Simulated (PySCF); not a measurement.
Level of theory: PBE-D3(BJ)/def2-TZVP // PBE0-D3(BJ)/def2-TZVP (PySCF). Gas-phase values, no solvent. 

Reference species (SMILES): `[LiH]` (neutral, multiplicity 1).

```yaml
HOMO: -4.39 eV
HOMO–LUMO gap: 2.84 eV
dipole_moment: 5.62 D
LUMO: -1.55 eV
```

After one change: the HOMO falls by 1.80 eV; the HOMO–LUMO gap rises by 2.92 eV; the dipole moment falls by 4.49 D; the LUMO increases by 1.12 eV.

Name the change that produced these shifts. The new species is one of these.
(A) `[GaH3]`
(B) `[ZnH2]`
(C) `[InH3]`
(D) `S`

D, `S`
